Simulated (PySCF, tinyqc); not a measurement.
CCSD on RHF in the sto-3g basis, for LiH, spin multiplicity 1, step by step (part 1 of 2). The lowest restricted solution is unstable here: a spin-polarised one lies 0.0032 hartree lower (PySCF). Computed by tinyqc, a small Python program that keeps every step (integrals from PySCF). Settings: charge = 0, multiplicity = 1, basis = sto-3g, method = RHF, energy threshold = 1e-10, iteration cap = 70, orthogonalisation = canonical, start = Wolfsberg-Helmholz matrix, DIIS depth = 6, amplitude equations = CCSD, DIIS depth for amplitudes = 0, cap on updates = 76. Command: `OMP_NUM_THREADS=1 python tinyqc.py 30949 30950 out.jsonl` (the two numbers bound the seeds that draw the settings). One thread of a shared host (Intel(R) Xeon(R) Processor @ 2.60GHz), about 0.3 s of CPU time with the checks. Later iterations appear only in the table of the cycle.

## One-electron integrals

Geometry (angstrom):
```
atom         x         y         z
Li    0.000000  0.000000  0.000000
H     0.000000  0.000000  2.163000
```

Basis sto-3g: exponents (1/bohr^2) and contraction coefficients of normalised primitives:
```
element  l (shell)   exponent  coefficient
Li           s (1)  16.119575     0.154329
Li           s (1)   2.936201     0.535328
Li           s (1)   0.794651     0.444635
Li           s (2)   0.636290    -0.099967
Li           s (2)   0.147860     0.399513
Li           s (2)   0.048089     0.700115
Li           p (3)   0.636290     0.155916
Li           p (3)   0.147860     0.607684
Li           p (3)   0.048089     0.391957
H            s (1)   3.425251     0.154329
H            s (1)   0.623914     0.535328
H            s (1)   0.168855     0.444635
```

Overlap, kinetic and nuclear-attraction integrals over the contracted functions; the nuclear repulsion is the sum of Za Zb / Rab.

nuclear repulsion = 0.73394897 hartree

overlap S:
```
           1Li 1s    1Li 2s   1Li 2px   1Li 2py   1Li 2pz     2H 1s
1Li 1s   1.000000  0.241137  0.000000  0.000000  0.000000  0.018947
1Li 2s   0.241137  1.000000  0.000000  0.000000  0.000000  0.262808
1Li 2px  0.000000  0.000000  1.000000  0.000000  0.000000  0.000000
1Li 2py  0.000000  0.000000  0.000000  1.000000  0.000000  0.000000
1Li 2pz  0.000000  0.000000  0.000000  0.000000  1.000000  0.380130
2H 1s    0.018947  0.262808  0.000000  0.000000  0.380130  1.000000
```

kinetic energy T (hartree):
```
            1Li 1s     1Li 2s   1Li 2px   1Li 2py   1Li 2pz      2H 1s
1Li 1s    3.576786  -0.020237  0.000000  0.000000  0.000000  -0.007349
1Li 2s   -0.020237   0.102163  0.000000  0.000000  0.000000   0.013012
1Li 2px   0.000000   0.000000  0.319682  0.000000  0.000000   0.000000
1Li 2py   0.000000   0.000000  0.000000  0.319682  0.000000   0.000000
1Li 2pz   0.000000   0.000000  0.000000  0.000000  0.319682   0.054575
2H 1s    -0.007349   0.013012  0.000000  0.000000  0.054575   0.760032
```

nuclear attraction V (hartree):
```
            1Li 1s     1Li 2s    1Li 2px    1Li 2py    1Li 2pz      2H 1s
1Li 1s   -8.227531  -1.023337   0.000000   0.000000  -0.008813  -0.077053
1Li 2s   -1.023337  -1.441603   0.000000   0.000000  -0.089849  -0.415457
1Li 2px   0.000000   0.000000  -1.409224   0.000000   0.000000   0.000000
1Li 2py   0.000000   0.000000   0.000000  -1.409224   0.000000   0.000000
1Li 2pz  -0.008813  -0.089849   0.000000   0.000000  -1.477483  -0.607410
2H 1s    -0.077053  -0.415457   0.000000   0.000000  -0.607410  -1.960449
```

core Hamiltonian H = T + V (hartree):
```
            1Li 1s     1Li 2s    1Li 2px    1Li 2py    1Li 2pz      2H 1s
1Li 1s   -4.650745  -1.043575   0.000000   0.000000  -0.008813  -0.084403
1Li 2s   -1.043575  -1.339440   0.000000   0.000000  -0.089849  -0.402445
1Li 2px   0.000000   0.000000  -1.089542   0.000000   0.000000   0.000000
1Li 2py   0.000000   0.000000   0.000000  -1.089542   0.000000   0.000000
1Li 2pz  -0.008813  -0.089849   0.000000   0.000000  -1.157802  -0.552835
2H 1s    -0.084403  -0.402445   0.000000   0.000000  -0.552835  -1.200417
```

## Two-electron integrals

Functions are numbered as in S; the eight-fold symmetry (ij|kl) = (ji|kl) = (kl|ij) leaves the list below.

Two-electron integrals (ij|kl) in chemists' order, unique and non-zero (hartree):
```
(11|11) 1.680395   (21|11) 0.265420   (21|21) 0.049941   (22|11) 0.397727
(22|21) 0.092860   (22|22) 0.290562   (31|31) 0.008981   (32|31) 0.013788
(32|32) 0.064184   (33|11) 0.396640   (33|21) 0.092880   (33|22) 0.290497
(33|33) 0.312946   (41|41) 0.008981   (42|41) 0.013788   (42|42) 0.064184
(43|43) 0.016869   (44|11) 0.396640   (44|21) 0.092880   (44|22) 0.290497
(44|33) 0.279207   (44|44) 0.312946   (51|51) 0.008981   (52|51) 0.013788
(52|52) 0.064184   (53|53) 0.016869   (54|54) 0.016869   (55|11) 0.396640
(55|21) 0.092880   (55|22) 0.290497   (55|33) 0.279207   (55|44) 0.279207
(55|55) 0.312946   (61|11) 0.019816   (61|21) 0.003772   (61|22) 0.007228
(61|33) 0.007140   (61|44) 0.007140   (61|51) 0.000495   (61|52) 0.000965
(61|55) 0.007409   (61|61) 0.000317   (62|11) 0.079957   (62|21) 0.019053
(62|22) 0.067703   (62|33) 0.063757   (62|44) 0.063757   (62|51) 0.002934
(62|52) 0.021349   (62|55) 0.075534   (62|61) 0.001757   (62|62) 0.031395
(63|31) 0.001124   (63|32) 0.006125   (63|53) 0.002849   (63|63) 0.001649
(64|41) 0.001124   (64|42) 0.006125   (64|54) 0.002849   (64|64) 0.001649
(65|11) 0.109717   (65|21) 0.026304   (65|22) 0.095946   (65|33) 0.089351
(65|44) 0.089351   (65|51) 0.004508   (65|52) 0.032978   (65|55) 0.109046
(65|61) 0.002477   (65|62) 0.047670   (65|65) 0.072821   (66|11) 0.244583
(66|21) 0.058948   (66|22) 0.230925   (66|33) 0.211569   (66|44) 0.211569
(66|51) 0.008749   (66|52) 0.083527   (66|55) 0.269523   (66|61) 0.005482
(66|62) 0.141075   (66|65) 0.219935   (66|66) 0.774606
```

## Orthogonalisation

S = U s U^T; canonical form X = U s^(-1/2), so that X^T S X = 1. Each column of U has its largest component positive (the first on a tie).

eigenvalues of S: 0.519747  0.805395  1.000000  1.000000  1.182648  1.492210

X:
```
                 1          2          3         4          5         6
1Li 1s    0.292724   0.757358   0.000000  0.000000   0.599584  0.213994
1Li 2s   -0.656098  -0.590997   0.000000  0.000000   0.471626  0.394220
1Li 2px   0.000000   0.000000   0.973393  0.229143   0.000000  0.000000
1Li 2py   0.000000   0.000000  -0.229143  0.973393   0.000000  0.000000
1Li 2pz  -0.736401   0.502558   0.000000  0.000000  -0.462796  0.418569
2H 1s     0.930362  -0.257282   0.000000  0.000000  -0.222368  0.541982
```

Within a degenerate level the vectors are fixed only up to a rotation; this is one choice.

## Starting guess

The start is the generalised Wolfsberg-Helmholz matrix (K = 1.75) built on H; D = 2 C_occ C_occ^T.

D at the start:
```
            1Li 1s    1Li 2s   1Li 2px   1Li 2py    1Li 2pz      2H 1s
1Li 1s    1.974695  0.028246  0.000000  0.000000  -0.088279  -0.132131
1Li 2s    0.028246  0.176038  0.000000  0.000000   0.276428   0.362462
1Li 2px   0.000000  0.000000  0.000000  0.000000   0.000000   0.000000
1Li 2py   0.000000  0.000000  0.000000  0.000000   0.000000   0.000000
1Li 2pz  -0.088279  0.276428  0.000000  0.000000   0.442995   0.581974
2H 1s    -0.132131  0.362462  0.000000  0.000000   0.581974   0.764689
```

## Iteration 1: building the Fock matrix

J_ij = sum D_kl (ij|kl), K_ij = sum D_kl (ik|jl); F = H + J - 0.5 K; E = tr D H + tr D J / 2 - 0.25 tr D K + E_nn.

Coulomb J (hartree):
```
           1Li 1s    1Li 2s   1Li 2px   1Li 2py   1Li 2pz     2H 1s
1Li 1s   3.946448  0.672947  0.000000  0.000000  0.019971  0.052610
1Li 2s   0.672947  1.305905  0.000000  0.000000  0.150528  0.401291
1Li 2px  0.000000  0.000000  1.273433  0.000000  0.000000  0.000000
1Li 2py  0.000000  0.000000  0.000000  1.273433  0.000000  0.000000
1Li 2pz  0.019971  0.150528  0.000000  0.000000  1.364086  0.587622
2H 1s    0.052610  0.401291  0.000000  0.000000  0.587622  1.640136
```

exchange K (hartree):
```
            1Li 1s    1Li 2s   1Li 2px   1Li 2py    1Li 2pz     2H 1s
1Li 1s    3.344349  0.561300  0.000000  0.000000  -0.002170  0.045570
1Li 2s    0.561300  0.276349  0.000000  0.000000   0.226883  0.336027
1Li 2px   0.000000  0.000000  0.046006  0.000000   0.000000  0.000000
1Li 2py   0.000000  0.000000  0.000000  0.046006   0.000000  0.000000
1Li 2pz  -0.002170  0.226883  0.000000  0.000000   0.373772  0.495584
2H 1s     0.045570  0.336027  0.000000  0.000000   0.495584  1.013575
```

Fock matrix F (hartree):
```
            1Li 1s     1Li 2s   1Li 2px   1Li 2py    1Li 2pz      2H 1s
1Li 1s   -2.376471  -0.651277  0.000000  0.000000   0.012243  -0.054578
1Li 2s   -0.651277  -0.171709  0.000000  0.000000  -0.052762  -0.169168
1Li 2px   0.000000   0.000000  0.160888  0.000000   0.000000   0.000000
1Li 2py   0.000000   0.000000  0.000000  0.160888   0.000000   0.000000
1Li 2pz   0.012243  -0.052762  0.000000  0.000000   0.019398  -0.213006
2H 1s    -0.054578  -0.169168  0.000000  0.000000  -0.213006  -0.067069
```

total energy of this density = -7.79625789 hartree

## Iteration 1: diagonalisation and new density

Diagonalise F' = X^T F X, C = X C', fill 2 alpha and 2 beta electrons from the bottom; D = 2 C_occ C_occ^T. Each column has its largest component positive (the first on a tie).

F' = X^T F X (hartree):
```
           1          2         3         4          5          6
1   0.337483  -0.268700  0.000000  0.000000  -0.250920  -0.117939
2  -0.268700  -0.774049  0.000000  0.000000  -1.054683  -0.419135
3   0.000000   0.000000  0.160888  0.000000   0.000000   0.000000
4   0.000000   0.000000  0.000000  0.160888   0.000000   0.000000
5  -0.250920  -1.054683  0.000000  0.000000  -1.237602  -0.521416
6  -0.117939  -0.419135  0.000000  0.000000  -0.521416  -0.458510
```

orbital energies (hartree): MO1 -2.379247, MO2 -0.219005, MO3 0.065859, MO4 0.160888, MO5 0.160888, MO6 0.399714

coefficients C:
```
               MO1        MO2        MO3       MO4        MO5        MO6
1Li 1s    0.990998  -0.119315  -0.232623  0.000000   0.000000   0.118937
1Li 2s    0.035079   0.387769   0.848917  0.000000   0.000000  -0.534161
1Li 2px   0.000000   0.000000   0.000000  0.964898  -0.262625   0.000000
1Li 2py   0.000000   0.000000   0.000000  0.262625   0.964898   0.000000
1Li 2pz  -0.003792   0.421213  -0.559717  0.000000   0.000000  -0.832774
2H 1s    -0.001715   0.604972  -0.090883  0.000000   0.000000   0.949056
```

D after iteration 1:
```
            1Li 1s     1Li 2s   1Li 2px   1Li 2py    1Li 2pz      2H 1s
1Li 1s    1.992628  -0.023007  0.000000  0.000000  -0.108030  -0.147764
1Li 2s   -0.023007   0.303191  0.000000  0.000000   0.326401   0.469059
1Li 2px   0.000000   0.000000  0.000000  0.000000   0.000000   0.000000
1Li 2py   0.000000   0.000000  0.000000  0.000000   0.000000   0.000000
1Li 2pz  -0.108030   0.326401  0.000000  0.000000   0.354870   0.509658
2H 1s    -0.147764   0.469059  0.000000  0.000000   0.509658   0.731989
```

Within a degenerate level the vectors are fixed only up to a rotation; this is one choice.

## Iteration 9 (converged): orbitals

converged F (hartree):
```
            1Li 1s     1Li 2s   1Li 2px   1Li 2py    1Li 2pz      2H 1s
1Li 1s   -2.364188  -0.642708  0.000000  0.000000   0.014048  -0.052381
1Li 2s   -0.642708  -0.209130  0.000000  0.000000  -0.063219  -0.196589
1Li 2px   0.000000   0.000000  0.160464  0.000000   0.000000   0.000000
1Li 2py   0.000000   0.000000  0.000000  0.160464   0.000000   0.000000
1Li 2pz   0.014048  -0.063219  0.000000  0.000000   0.056580  -0.192695
2H 1s    -0.052381  -0.196589  0.000000  0.000000  -0.192695  -0.079179
```

As before.

F' = X^T F X (hartree):
```
           1          2         3         4          5          6
1   0.324776  -0.273757  0.000000  0.000000  -0.245150  -0.119145
2  -0.273757  -0.786018  0.000000  0.000000  -1.054255  -0.380469
3   0.000000   0.000000  0.160464  0.000000   0.000000   0.000000
4   0.000000   0.000000  0.000000  0.160464   0.000000   0.000000
5  -0.245150  -1.054255  0.000000  0.000000  -1.216390  -0.540513
6  -0.119145  -0.380469  0.000000  0.000000  -0.540513  -0.464481
```

orbital energies (hartree): MO1 -2.366656, MO2 -0.236133, MO3 0.070769, MO4 0.160464, MO5 0.160464, MO6 0.389908

coefficients C:
```
               MO1        MO2        MO3        MO4       MO5        MO6
1Li 1s    0.991484  -0.149089  -0.215412   0.000000  0.000000   0.113589
1Li 2s    0.033273   0.500615   0.799190   0.000000  0.000000  -0.516870
1Li 2px   0.000000   0.000000   0.000000  -0.693748  0.720218   0.000000
1Li 2py   0.000000   0.000000   0.000000   0.720218  0.693748   0.000000
1Li 2pz  -0.004427   0.325156  -0.589963   0.000000  0.000000  -0.854651
2H 1s    -0.001552   0.596835  -0.205739   0.000000  0.000000   0.936172
```

D after iteration 9:
```
            1Li 1s     1Li 2s   1Li 2px   1Li 2py    1Li 2pz      2H 1s
1Li 1s    2.010537  -0.083293  0.000000  0.000000  -0.105733  -0.181039
1Li 2s   -0.083293   0.503446  0.000000  0.000000   0.325261   0.597467
1Li 2px   0.000000   0.000000  0.000000  0.000000   0.000000   0.000000
1Li 2py   0.000000   0.000000  0.000000  0.000000   0.000000   0.000000
1Li 2pz  -0.105733   0.325261  0.000000  0.000000   0.211492   0.388142
2H 1s    -0.181039   0.597467  0.000000  0.000000   0.388142   0.712429
```

Within a degenerate level the vectors are fixed only up to a rotation; this is one choice.

## Convergence

Stop when the energy changes by less than 1e-10 hartree and every element of the error matrix X^T (F D S - S D F) X is below 3e-06.

Course of the cycle:
```
iteration  E (hartree)     change  largest element of the error matrix
1          -7.79625789          -                             3.62e-02
2          -7.80670277  -1.04e-02                             2.64e-02
3          -7.81159406  -4.89e-03                             1.12e-02
4          -7.81240310  -8.09e-04                             1.10e-03
5          -7.81241062  -7.51e-06                             6.74e-05
6          -7.81241062  -5.79e-09                             2.48e-05
7          -7.81241062  -7.23e-10                             1.40e-05
8          -7.81241062  -5.06e-10                             1.70e-07
9          -7.81241062  -7.28e-14                             3.30e-11
```

PySCF RHF in the same basis = -7.81241062 hartree

Converged in 9 iterations.

## Populations, bond orders and dipole

Mulliken: Z minus the diagonal of D S on the atom; Loewdin: the same with S^(1/2) D S^(1/2); Mayer order: 2 sum_s sum (D(s) S)_ij (D(s) S)_ji over the two atoms.

Charges (e):
```
atom   Mulliken    Loewdin
1Li    0.013563   0.011310
2H    -0.013563  -0.011310
```

Mayer bond orders:
```
pair     order
2-1   0.999816
```

dipole moment about the origin, x y z (debye): 0.000000  0.000000  -5.074150

## Integrals over molecular orbitals

(pq|rs) = sum C_ip C_jq C_kr C_ls (ij|kl), one index at a time.

one-electron integrals over orbitals h = C^T H C (hartree):
```
           1          2          3          4          5          6
1  -4.641838   0.095607   0.161500   0.000000   0.000000  -0.052325
2   0.095607  -1.301732   0.013554   0.000000   0.000000   0.044010
3   0.161500   0.013554  -1.092645   0.000000   0.000000   0.019756
4   0.000000   0.000000   0.000000  -1.089542   0.000000   0.000000
5   0.000000   0.000000   0.000000   0.000000  -1.089542   0.000000
6  -0.052325   0.044010   0.019756   0.000000   0.000000  -1.014567
```

Two-electron integrals over orbitals (pq|rs), unique and non-zero (hartree):
```
(11|11) 1.659293    (21|11) -0.098295   (21|21) 0.010087    (22|11) 0.312988
(22|21) 0.002688    (22|22) 0.449709    (31|11) -0.141823   (31|21) 0.010617
(31|22) -0.011115   (31|31) 0.022033    (32|11) 0.028594    (32|21) -0.002554
(32|22) -0.060126   (32|31) -0.000232   (32|32) 0.022014    (33|11) 0.390808
(33|21) -0.008796   (33|22) 0.212923    (33|31) 0.000875    (33|32) 0.014788
(33|33) 0.327957    (41|41) 0.009806    (42|41) 0.007265    (42|42) 0.021164
(43|41) 0.010387    (43|42) 0.020387    (43|43) 0.041382    (44|11) 0.396342
(44|21) -0.003587   (44|22) 0.244146    (44|31) -0.005067   (44|32) 0.014047
(44|33) 0.279459    (44|44) 0.312946    (51|51) 0.009806    (52|51) 0.007265
(52|52) 0.021164    (53|51) 0.010387    (53|52) 0.020387    (53|53) 0.041382
(54|54) 0.016869    (55|11) 0.396342    (55|21) -0.003587   (55|22) 0.244146
(55|31) -0.005067   (55|32) 0.014047    (55|33) 0.279459    (55|44) 0.279207
(55|55) 0.312946    (61|11) 0.068545    (61|21) -0.009134   (61|22) -0.007373
(61|31) -0.004454   (61|32) 0.002758    (61|33) 0.011739    (61|44) 0.001587
(61|55) 0.001587    (61|61) 0.010783    (62|11) -0.080362   (62|21) 0.001473
(62|22) 0.107580    (62|31) 0.004187    (62|32) -0.045057   (62|33) -0.018499
(62|44) -0.037502   (62|55) -0.037502   (62|61) 0.000992    (62|62) 0.130858
(63|11) 0.023759    (63|21) -0.002232   (63|22) -0.058393   (63|31) 0.003972
(63|32) 0.018009    (63|33) 0.036751    (63|44) 0.008337    (63|55) 0.008337
(63|61) 0.004488    (63|62) -0.039761   (63|63) 0.031645    (64|41) -0.005814
(64|42) -0.018365   (64|43) -0.011849   (64|64) 0.019164    (65|51) -0.005814
(65|52) -0.018365   (65|53) -0.011849   (65|65) 0.019164    (66|11) 0.351745
(66|21) 0.000756    (66|22) 0.421313    (66|31) -0.010666   (66|32) -0.049434
(66|33) 0.238709    (66|44) 0.258020    (66|55) 0.258020    (66|61) -0.005147
(66|62) 0.096863    (66|63) -0.046643   (66|66) 0.416800
```

## CCSD: starting amplitudes

t_ij^ab = <ij||ab> / (e_i + e_j - e_a - e_b), whose energy is MP2.

Starting amplitudes (spin orbitals 1a, 1b, ...; amplitudes related by a flip of all spins are not repeated):
```
from      to          t
2a 2b  6a 6b  -0.104512
2a 2b  3a 6b   0.048295
2a 2b  3a 3b  -0.035865
2a 2b  4a 4b  -0.026682
2a 2b  5a 5b  -0.026682
1a 1b  3a 3b  -0.004520
1a 2b  5a 5b  -0.002485
1a 2b  4a 4b  -0.002485
1a 1b  6a 6b  -0.001956
1a 1b  5a 5b  -0.001940
1a 1b  4a 4b  -0.001940
1a 2b  3a 6b  -0.001367
1a 2b  3b 6a   0.000900
1a 1b  3a 6b   0.000858
1a 2a  3a 6a  -0.000467
1a 2b  6a 6b  -0.000293
1a 2b  3a 3b   0.000084
```

correlation energy = -0.02020418 hartree

## CCSD: amplitude update 1

t_i^a D_i^a and t_ij^ab D_ij^ab are set to the remaining terms of the spin-orbital equations, evaluated with the old amplitudes; for the doubles these are <ij||ab> + 1/2 <ab||ef> t_ij^ef + 1/2 <mn||ij> t_mn^ab + P(ij)P(ab) <mb||ej> t_im^ae + terms in t^2 + terms with t1, D the orbital-energy denominators.

Amplitudes after update 1 (spin orbitals 1a, 1b, ...; amplitudes related by a flip of all spins are not repeated):
```
from      to          t
2a 2b  6a 6b  -0.149508
2a 2b  3a 6b   0.074046
2a 2b  3a 3b  -0.044447
2a 2b  4a 4b  -0.025247
2a 2b  5a 5b  -0.025247
2a        3a   0.015794
1a 1b  3a 3b  -0.003948
1a 2b  5a 5b  -0.002883
1a 2b  4a 4b  -0.002883
1a 1b  5a 5b  -0.001761
1a 1b  4a 4b  -0.001761
1a 2b  3a 6b  -0.001529
1a 1b  6a 6b  -0.001454
1a 2b  3b 6a   0.001159
1a 1b  3a 6b   0.000581
1a        3a   0.000459
1a 2b  6a 6b  -0.000432
1a 2a  3a 6a  -0.000370
1a        6a  -0.000256
1a 2b  3a 3b   0.000181
2a        6a  -0.000077
```

correlation energy = -0.02852580 hartree

## CCSD: amplitude update 2

As before.

Amplitudes after update 2 (spin orbitals 1a, 1b, ...; amplitudes related by a flip of all spins are not repeated):
```
from      to          t
2a 2b  6a 6b  -0.167675
2a 2b  3a 6b   0.087782
2a 2b  3a 3b  -0.055262
2a        3a   0.028165
2a 2b  4a 4b  -0.023249
2a 2b  5a 5b  -0.023249
1a 1b  3a 3b  -0.003946
1a 2b  4a 4b  -0.003021
1a 2b  5a 5b  -0.003021
1a 1b  5a 5b  -0.001802
1a 1b  4a 4b  -0.001802
1a 2b  3a 6b  -0.001588
1a 1b  6a 6b  -0.001462
2a        6a   0.001434
1a 2b  3b 6a   0.001393
1a 1b  3a 6b   0.000543
1a 2b  6a 6b  -0.000473
1a        3a   0.000458
1a        6a  -0.000351
1a 2a  3a 6a  -0.000196
1a 2b  3a 3b   0.000135
```

correlation energy = -0.03229165 hartree

## CCSD: amplitude update 3

As before.

Amplitudes after update 3 (spin orbitals 1a, 1b, ...; amplitudes related by a flip of all spins are not repeated):
```
from      to          t
2a 2b  6a 6b  -0.174386
2a 2b  3a 6b   0.096004
2a 2b  3a 3b  -0.062889
2a        3a   0.038418
2a 2b  4a 4b  -0.021994
2a 2b  5a 5b  -0.021994
1a 1b  3a 3b  -0.003870
2a        6a   0.003113
1a 2b  5a 5b  -0.003099
1a 2b  4a 4b  -0.003099
1a 1b  5a 5b  -0.001807
1a 1b  4a 4b  -0.001807
1a 2b  3a 6b  -0.001620
1a 2b  3b 6a   0.001550
1a 1b  6a 6b  -0.001438
1a 2b  6a 6b  -0.000514
1a 1b  3a 6b   0.000497
1a        3a   0.000427
1a        6a  -0.000426
1a 2b  3a 3b   0.000102
1a 2a  3a 6a  -0.000070
```

correlation energy = -0.03401754 hartree
